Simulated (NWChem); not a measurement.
disilane (H6Si2) in NWChem

```xyz
8

Si     1.1759     0.0521     0.0000
Si    -1.1759    -0.0521     0.0000
H      1.6663     0.7806     1.2230
H      1.6663     0.7806    -1.2230
H      1.7601    -1.3356     0.0000
H     -1.6663    -0.7806     1.2230
H     -1.6663    -0.7806    -1.2230
H     -1.7601     1.3356     0.0000
```
Charge 0, spin multiplicity 1.

The numbers come from NWChem runs, not from measurements. The geometry was optimised at PBE/def2-SVP, a minimum by its harmonic frequencies.

The field's frequency is 0.0428 Ha (1065 nm). This basis has no diffuse functions, which lowers polarisabilities.

The Pople sets run with spherical d functions.

### Question
Give the polarisability tensor in bohr³ at HF/6-31G* (spherical d), in the frame of the coordinates, and its isotropic mean.

### Answer
```
56.70   0.61   0.00
 0.61  42.88   0.00
 0.00   0.00  42.85
```
Mean (one third of the trace): 47.48 bohr³.
